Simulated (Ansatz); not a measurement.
Reaction (SMILES): [PH2] (PH2) → PH2+ (singlet, bonded as [PH2]) + e-
B3LYP-D3(BJ)/def2-TZVP geometries, fixed; electronic energies without zero-point terms.
Largest species:
```xyz
3

P      0.0052    -0.0015     0.1165
H     -0.0501     1.0329    -0.8596
H     -0.0274    -1.0099    -0.8876
```
Charge 0, spin multiplicity 2.

Basis-set convergence of the adiabatic ionisation energy at HF with Ansatz (a program for electronic structure). Cartesian d functions, on some or all atoms, in 6-31G*, 6-31+G*, 6-311G**, 6-311+G**; all else is spherical. A restricted Hartree-Fock determinant is unstable towards unrestricted orbitals. Open shells are unrestricted. No added dispersion term, no relativity. Functions are those of the species that has most. Reference: the value in pcseg-4, 9.321 eV, itself unsure by roughly 0.005 eV (its mean distance from aug-pcseg-3, aug-cc-pV(Q+d)Z, cc-pV(5+d)Z). Deviations are taken from unrounded values.

| basis | functions | adiabatic ionisation energy (eV) |
|---|---|---|
| 6-31G* | 23 | 9.350 |
| 6-31+G* | 27 | 9.359 |
| def2-SVP | 28 | 9.344 |
| def2-SVPD | 40 | 9.311 |
| pcseg-1 | 28 | 9.335 |
| aug-pcseg-1 | 45 | 9.336 |
| cc-pV(D+d)Z | 33 | 9.311 |
| aug-cc-pV(D+d)Z | 50 | 9.323 |
| 6-311G** | 39 | 9.303 |
| 6-311+G** | 43 | 9.313 |
| def2-TZVP | 49 | 9.324 |
| def2-TZVPD | 61 | 9.326 |
| pcseg-2 | 62 | 9.311 |
| aug-pcseg-2 | 96 | 9.321 |
| cc-pV(T+d)Z | 67 | 9.325 |
| aug-cc-pV(T+d)Z | 101 | 9.329 |
| def2-TZVPP | 70 | 9.322 |
| def2-TZVPPD | 82 | 9.324 |
| cc-pV(Q+d)Z | 124 | 9.328 |
| aug-cc-pV(Q+d)Z | 181 | 9.329 |
| def2-QZVPP | 130 | 9.327 |
| def2-QZVPPD | 142 | 9.329 |
| pcseg-3 | 130 | 9.318 |
| aug-pcseg-3 | 187 | 9.322 |

What the diffuse functions change, pair by pair:
- 6-31G* to 6-31+G*: 4 more functions, deviation 0.029 to 0.038 eV
- def2-SVP to def2-SVPD: 12 more functions, deviation 0.023 to -0.011 eV
- pcseg-1 to aug-pcseg-1: 17 more functions, deviation 0.014 to 0.015 eV
- cc-pV(D+d)Z to aug-cc-pV(D+d)Z: 17 more functions, deviation -0.010 to 0.002 eV
- 6-311G** to 6-311+G**: 4 more functions, deviation -0.018 to -0.008 eV
- def2-TZVP to def2-TZVPD: 12 more functions, deviation 0.003 to 0.005 eV
- pcseg-2 to aug-pcseg-2: 34 more functions, deviation -0.010 to 0.000 eV
- cc-pV(T+d)Z to aug-cc-pV(T+d)Z: 34 more functions, deviation 0.004 to 0.008 eV
- def2-TZVPP to def2-TZVPPD: 12 more functions, deviation 0.001 to 0.003 eV
- cc-pV(Q+d)Z to aug-cc-pV(Q+d)Z: 57 more functions, deviation 0.007 to 0.008 eV
- def2-QZVPP to def2-QZVPPD: 12 more functions, deviation 0.006 to 0.008 eV
- pcseg-3 to aug-pcseg-3: 57 more functions, deviation -0.003 to 0.000 eV

They bring the value nearer the reference by more than 0.005 eV in 4 of 12 pairs.
